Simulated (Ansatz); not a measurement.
Start from GaP in the zinc blende structure (space group F-43m, No. 216; a = 5.4385 Å).

All numbers come from Kohn–Sham DFT with the PBEsol functional, run in Ansatz (an electronic-structure program) with PAW and 420 eV plane waves, without spin-orbit coupling.

It is then changed as follows: every Ga is replaced by Al; the structure is relaxed again.

Measured band gap: GaP 2.43 eV (static lattice; corrected from measurement; as listed in Wei Chen et al., Physical Review Materials (2018)); AlP 2.54 eV (static lattice; corrected from measurement; as listed in Wei Chen et al., Physical Review Materials (2018)).

Measured lattice parameter a: GaP 5.439 Å (static lattice; corrected from measurement; as listed in Daniel Mejia-Rodriguez, S. B. Trickey, Phys. Rev. B (2018)); AlP 5.451 Å (static lattice; corrected from measurement; as listed in Daniel Mejia-Rodriguez, S. B. Trickey, Phys. Rev. B (2018)).

**Question.** How well does PBEsol reproduce the measured shift?

**Answer.** With PBEsol the band gap moves by -0.00 eV (1.45 → 1.45) against +0.11 eV measured; the lattice parameter a moves by +0.032 Å (5.438 → 5.470) against +0.012 Å measured.

Whether these cells are dynamically stable was not tested.
